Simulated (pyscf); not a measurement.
A first-order saddle from PySCF, ωB97X-D3(BJ)/def2-SVP:

```xyz
6

C     -0.0010     0.3390    -0.3489
H      0.7104    -0.1144     0.6946
H     -0.2594     1.3621    -0.0504
H     -0.8529    -0.3483    -0.4075
H      0.7009     0.2756    -1.1887
O      1.3426    -0.4855     1.5987
```
Charge 0, spin multiplicity 3.

Surface: triplet, charge 0. Lowest wavenumbers (cm⁻¹): 1592i, 242, 395, 575, 942.

Which two sides does it connect, and which bonds change?

CH₄ + O [triplet] ⇌ CH₃• + OH•, a hydrogen abstraction read from left to right: C–H broken and H–O formed. At CCSD(T)/def2-TZVPP + ΔMP2(QZVPP) it lies +15.0 kcal/mol from the left side and +8.7 kcal/mol from the right (each side as separated species at their lowest minima found). CH₃• + OH• also meet on a surface of lower spin, which isn't treated here. This is the saddle that the search found; another between the same sides may lie lower. The angle at the transferred H is 179°. The CCSD(T) − MP2 part came from Ansatz, without density fitting, on the same reference. Left out: the spin-orbit lowering of OH, O.
